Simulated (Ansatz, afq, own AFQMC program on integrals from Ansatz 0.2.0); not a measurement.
# SiGeH, doublet → SiGeH, quartet

```xyz
3

Si    0.0000   -0.0368    1.6490
Ge    0.0000   -0.0037   -0.6463
H     0.0000    1.2915    0.6314
```

Connectivity, by distances: Si–Ge, 1 bridging H.

E(quartet, charge +0) − E(doublet, charge +0) at this geometry, on UHF and UHF determinants.

Basis cc-pVDZ. Noble-gas cores (and the filled d shells of Ga–Kr and In–Xe) are frozen. AFQMC by an in-house program on the Cholesky factors that Ansatz 0.2.0 writes for its CCSD(T) run. The CISD trial takes its coefficients from CCSD amplitudes. Released means that phaseless walkers are propagated on without the constraint, phases kept. Error bars are statistical, one sigma. No spin–orbit coupling. The errors of all members are added in quadrature.

No full CI on the walks' own integrals is used here; CCSDTQ serves as the reference and is uncertain by about the last step of the cluster series. Each member takes its own surest rung, up to full CI.

Errors are counted within cc-pVDZ, not against nature.

Cautions: inner d shell frozen; no relativity below Rb; no spin-orbit coupling; SiGeH (doublet): the released energies are still falling, so no released level is given (meV from the phaseless value at times in 1/Eh: -4 ± 4 at 0.24, -7 ± 3 at 0.51, -12 ± 3 at 0.99, -19 ± 3 at 1.62, -21 ± 3 at 2.40), though the last usable value meets CCSDTQ within the noise, its ph-AFQMC/CISD value lies 21 ± 4 meV above CCSDTQ; SiGeH (quartet): another spin lies lower, unrestricted determinant slightly spin contaminated (⟨S²⟩ 3.81 against 3.75), its ph-AFQMC/CISD value lies 17 ± 3 meV above CCSDTQ; core correlation is missing, and it shifts such a gap most where an s electron is promoted.

```
level  vertical spin gap (kcal/mol)
   HF                          22.6
  MP2                          37.0
```

Question: From these cheaper values, estimate the vertical spin gap at the reference level in cc-pVDZ.

Answer: 37.3 kcal/mol (CCSDTQ in cc-pVDZ).

```tsv
level	vertical spin gap (kcal/mol)	error against CCSDTQ (kcal/mol)
CCSD	35.9	-1.4
CCSD(T)	37.2	-0.1
CCSDT	37.1	-0.1
CCSDT(Q)	37.3	0.0
ph-AFQMC/CISD	37.2 ± 0.1	-0.1 ± 0.1
```

Correlation beyond CCSD(T) adds 0.1 kcal/mol. The perturbative (T) step is worth +1.3 kcal/mol.

CCSDT and higher add their correlation energy to the determinant of the CCSD(T) run, since their own runs factorise the integrals more tightly (a shift of under 2 meV). A walk keeps the symmetry of its determinant, which the program's search chose and which needn't be the lowest solution, so a lower state of the same spin and another symmetry isn't excluded.
